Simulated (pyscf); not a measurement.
Single points on ωB97X-D3(BJ)/def2-SVP structures (PySCF, gas phase). MP2 and CC: frozen core, UHF for open shells. ΔMP2 is the change of the MP2 total energy from the triple- to the quadruple-zeta basis.

How much does it cost (ΔH, 298 K, CCSD(T)/def2-TZVPP + ΔMP2(QZVPP)) to split :HC–S–CH₃ (SMILES [CH]SC) [singlet] at its C–S bond into •HC=S + CH₃•?

C–S to •HC=S + CH₃•: 170.1 kJ/mol. The radicals are drawn with the spin at the cut bond; how far it spreads was not checked. :HC–S–CH₃ [singlet] lies 192.7 kJ/mol over its isomer H₃C–CH=S, and others may lie lower still (electronic energy, ωB97M-D3(BJ)). The CCSD(T) − MP2 part came from Ansatz, without density fitting, on the same reference. An open-shell T1 diagnostic exceeds 0.045. A UHF reference is spin-contaminated (<S²> up to 1.01), which harms MP2 most.
